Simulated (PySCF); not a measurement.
## Isomers

Structures of C₂H₄Si, singlet, relaxed at PBE0-D4/def2-TZVP (vibrations not checked; lower isomers may exist, and structures with a doubtful reference or unclear bonds are left out). PySCF 2.14 with density fitting (its default auxiliary sets; JK sets also for MP2 and CCSD(T)); basis: def2-TZVPP; cores frozen in the correlated methods. B3LYP uses VWN-RPA correlation.

Question: Rank them by CCSD(T) energy, lowest first, and give each one's height above the lowest. Links in brackets join atoms within 1.22 times the sum of their covalent radii (1.1 for two metals). (To be estimated.)
A.
C₂H₄Si (C=[Si]=C)
```
7
angstrom
C -1.3101 0.5130 -0.9294
Si -0.0016 -0.0009 0.0013
C 1.3111 -0.5120 0.9279
H -2.2430 -0.0356 -0.9348
H -1.2462 1.4042 -1.5401
H 2.0501 -1.1922 0.5243
H 1.4418 -0.1735 1.9475
```
B.
C₂H₄Si ([CH2]C=[SiH])
```
7
angstrom
C -0.5601 -0.3756 0.2061
Si -1.0012 1.3890 0.6525
C 0.5542 -0.5619 -0.5141
H -1.1378 -1.2529 0.4911
H 1.1657 0.2838 -0.8234
H -2.2682 1.0486 1.4389
H 0.9051 -1.5441 -0.8239
```
C.
C₂H₄Si (C#C[SiH3])
```
7
angstrom
C -1.6190 -0.9693 -0.2955
Si 0.9553 0.5594 0.1645
C -0.5952 -0.3595 -0.1110
H -2.5240 -1.5085 -0.4589
H 1.2177 1.4388 -1.0008
H 0.8261 1.3830 1.3915
H 2.0732 -0.4021 0.3249
```

Answer: Computed: C (0.000 eV), B (0.667 eV), A (1.539 eV). Heights count from the lowest.

Question: Do PBE-D4, r2SCAN-D4, PBE0-D4, B3LYP-D4, wB97M-V, HF, MP2 give the same order? (Judge from chemistry; the calculation decides.)

Answer: By the calculation: All do.

The T1 diagnostic stays at or below 0.017. The restricted Hartree–Fock reference is unstable towards an unrestricted one at one or more of these structures.

For scale, one of the runs: CCSD(T)/def2-TZVPP, 160 basis functions, launched by `OMP_NUM_THREADS=2 python run.py`. Time: 98 s of wall clock on 2 CPU threads of an Intel Xeon Platinum 8488C; the host was shared. Peak host memory: 1 GiB.
